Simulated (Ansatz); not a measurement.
Results of r²SCAN+rVV10 in Ansatz (plane waves, PAW) for hcp Cd.

Numerical settings: plane-wave cutoff 560 eV, 24×24×10 k mesh (along the axes of the cell as run), Fermi–Dirac smearing 0.05 eV, scalar-relativistic PAW data made under PBE.

Equation-of-state points:

```tsv
V (Å³/atom)	E − E_lowest (meV/atom)	P (GPa)
20.472	6.21	2.447
20.899	1.48	1.140
21.325	0.00	-0.001
21.752	1.33	-0.965
22.178	5.00	-1.776
```

Question: Estimate the bulk modulus from the pressures at 20.899 and 21.752 Å³/atom, and compare it with a fit to all energies.

Answer: B = −V dP/dV. Between V = 20.899 and 21.752 Å³/atom, dP/dV = (-0.965 − (1.140))/(21.752 − 20.899) = -2.47 GPa per Å³/atom; at the midpoint 21.325 Å³/atom this gives B ≈ 52.6 GPa. The third-order Birch–Murnaghan fit gives V0 = 21.326 Å³/atom, B0 = 52.1 GPa, B′ = 7.0, which lies within 1 % of that estimate.

Shape and atoms are relaxed at each volume.

Measured, for comparison: bulk modulus 53.8 GPa (zero-point energy and finite temperature contributions removed, our sources range from 50.7 to 53.8; as tabulated in doi:10.1021/acs.jctc.3c00612). Computed (rounded) less measured: bulk modulus -3 % (inside the range of the sources held).

Note: the bulk modulus comes from volumes at which shape and atoms were relaxed.

Static lattice: no zero-point or thermal effects.

Ansatz is an electronic-structure program.
